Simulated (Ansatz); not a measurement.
# Cl3H: the cost of one run

Computed with Ansatz 0.2.0. Level: RKS PBE0-D4/def2-TZVPD.

## Step 1: Starting geometry

4 atoms, charge 0, spin multiplicity 1.

Atoms are counted from 1 here; the program's logs count them from 0.

Bond lengths: Cl1–H2 1.307 Å, Cl3–Cl4 2.058 Å.

Coordinates:

```mol
Cl3H
  3D, bonds by distance, orders not assigned

  4  2  0  0  0  0  0  0  0  0999 V2000
    0.1503    0.4432   -2.1960 Cl  0  0
    0.0063   -0.0935   -1.0130 H   0  0
   -0.2620   -1.0824    1.1554 Cl  0  0
    0.1052    0.7327    2.0535 Cl  0  0
  1  2  8  0
  3  4  8  0
M  END
```

## Step 5: Plan of the scan

The axes are (1) distance Cl3···Cl1: 11 values from 3.212 to 5.812 Å; (2) turn of Cl1, H2 about its own atom Cl1: 10 values from −180 to 144 °, periodic.

Nothing else is relaxed (both partners rigid). Energies count from the two partners far apart, frozen as in the relaxed pair, each in its own basis (no counterpoise correction). Points are written as (first, second).

(The set-up runs are not shown.)

## Step 6: The run at (3.316 Å, −144°)

Contents of input.yaml:

```yaml
crystal:
  periodic: [false, false, false]
  atoms:
    - { symbol: Cl, position_ang: [0.104597, 0.279746, -1.757346] }
    - { symbol: H, position_ang: [0.362773, 1.419787, -2.287586] }
    - { symbol: Cl, position_ang: [-0.259949, -1.062809, 1.252722] }
    - { symbol: Cl, position_ang: [0.098968, 0.705565, 2.069066] }
basis:
  gaussian: { orbitals: def2-TZVPD }
hamiltonian:
  xc: pbe0
  dispersion: d4
output:
  forces: true
```

On the command line:

```console
$ ansatz run input.yaml --threads 1 --pin off --max-ram 2560MiB --backend cpu --events-out ev --progress --plain --runs-dir out
```

What time and memory should one allow on 1 thread of Arm Neoverse V2, shared host?

About 4.3 s, with a peak of 0.29 GiB.
